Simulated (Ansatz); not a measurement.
Molecule: acetone, C3H6O, net charge 0, singlet state. SMILES: CC(C)=O
Geometry from a B3LYP-D3(BJ)/def2-TZVP (Ansatz, a program for electronic structure) optimisation:
```xyz
10

O      0.0064     0.0008     1.3943
C      0.0009     0.0001     0.1856
C     -0.0052     1.2854    -0.6124
C     -0.0004    -1.2861    -0.6109
H      0.0027     2.1413     0.0581
H     -0.0022    -2.1412     0.0607
H     -0.8899     1.3263    -1.2530
H      0.8653     1.3241    -1.2721
H      0.8783    -1.3278    -1.2596
H     -0.8769    -1.3256    -1.2626
```
Charge 0, spin multiplicity 1.

Question: Give the harmonic wavenumbers at B3LYP-D3(BJ)/def2-TZVP (Ansatz, finite differences of forces, unscaled).

Answer: 21, 136, 382, 491, 537, 787, 885, 888, 1086, 1121, 1237, 1387, 1388, 1460, 1465, 1470, 1487, 1791, 3030, 3038, 3083, 3090, 3144, 3145 cm⁻¹. Zero-point energy 52.2 kcal/mol.
